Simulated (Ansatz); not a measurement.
`N#CCCl` + CH₃OH → `COCC#N` + HCl at 600 K and 1 bar (substitution at a C–Cl bond).

Calculated with Ansatz (gas phase, PBE0-D4/def2-TZVP geometries, no zero-point term in ΔE). CBS: MP2 limit from def2 TZ/QZ plus the TZ coupled-cluster correction, frozen cores. This one scheme is used for every species. One conformer a species, not always the lowest.

| species | CCSD(T)/CBS energy (Eh) | H − E (kJ/mol) | S (J/(mol·K)) |
| --- | --- | --- | --- |
| `N#CCCl` | -591.75758 | 133.8 | 336.9 |
| CH₃OH | -115.61712 | 163.6 | 277.3 |
| `COCC#N` | -246.99511 | 258.2 | 385.6 |
| HCl | -460.38127 | 35.4 | 207.2 |

H − E and S are ideal-gas, rigid-rotor, harmonic terms from PBE0-D4/def2-TZVP, for one conformer and one mirror image of each species. 1 Eh = 2625.50 kJ/mol, R = 8.31446 J/(mol·K).

Problem. By hand: ΔE, ΔH, ΔS and ΔG.

Solution. ΔE = (-246.99511) + (-460.38127) − (-591.75758) − (-115.61712) = -0.00168 Eh = -4.4 kJ/mol. Δ(H − E) = 258.2 + 35.4 − 133.8 − 163.6 = -3.8, so ΔH = -8.2 kJ/mol. ΔS = 385.6 + 207.2 − 336.9 − 277.3 = -21.4 J/(mol·K). ΔG = -8.2 − 600 × (-21.4)/1000 = 4.6 kJ/mol.

Problem. By hand: the equilibrium constant, and the temperature at which ΔG would vanish if ΔH and ΔS stayed fixed.

Solution. log₁₀ K = −ΔG/(RT ln 10) = -0.4. ΔG = 0 at ΔH/ΔS = 383 K, though so small a ΔH makes that figure unsure.

TΔS isn't small against ΔH here. The sign of ΔG lies within the doubt. A doubt of 5 kJ/mol in ΔE shifts log₁₀ K by 0.4 here. Other conformers and mirror images would add mixing entropy, several J/(mol·K) or more a flexible species. These are equilibria of isolated gas molecules and say nothing of rates. Largest T1 diagnostic: 0.012 (customary marks: 0.02 for closed shells, 0.045 for open ones).
